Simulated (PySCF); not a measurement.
Start geometry of `CP(C)C` from GFN2-xTB (Å):
```
atom  x, y, z in Å
C1    -0.3963    1.5047    0.3880
P2    -0.2137   -0.2105    0.9960
C3     1.4909   -0.4953    0.3589
C4    -1.0928   -1.0655   -0.3655
H5    -0.1463    1.6086   -0.6777
H6     0.2061    2.1987    0.9735
H7    -1.4447    1.8287    0.5136
H8     1.6173   -0.2080   -0.6862
H9     1.7603   -1.5398    0.5045
H10    2.2062    0.0925    0.9702
H11   -0.7966   -0.7383   -1.3337
H12   -0.9667   -2.1400   -0.2639
H13   -2.2177   -0.8527   -0.2666
```

Question: What comes out of this run: PBE0-D3(BJ)/def2-SVP geometry optimisation, gas phase (PySCF 2.14.0)?

Answer: 
```
atom  x, y, z in Å
C1    -0.4996    1.5176    0.3906
P2    -0.1545   -0.2029    0.9776
C3     1.5629   -0.4045    0.3192
C4    -1.0833   -1.1493   -0.3130
H5    -0.2742    1.6532   -0.6804
H6     0.1022    2.2321    0.9729
H7    -1.5596    1.7588    0.5634
H8     1.6397   -0.1464   -0.7503
H9     1.8887   -1.4469    0.4569
H10    2.2525    0.2364    0.8895
H11   -0.8233   -0.8344   -1.3377
H12   -0.8698   -2.2238   -0.2069
H13   -2.1648   -1.0095   -0.1626
```

The energy falls by 2.6 kcal/mol over 8 energy and gradient evaluations, the largest force component goes from 0.0459 to 1.5e-04 Eh/bohr, and the atoms move by 0.041 Å rms after alignment. The bond that changes most is C4–H13 (sp3 carbon bound to phosphorus to methyl hydrogen), which shortens by 0.048 Å. Bonds longer at the end by more than 0.005 Å: 8 of 12; shorter: 2. Among the angles that change most is C3–P2–C4, from 96.6° to 99.3°. Rotational constants go from 5902, 5851, 3856 to 5764, 5759, 3700 MHz. The orientation of the end geometry is arbitrary; only internal coordinates are fixed.

The run used 105 basis functions and 44 SCF cycles in all.

Stationary, but not proved a minimum.
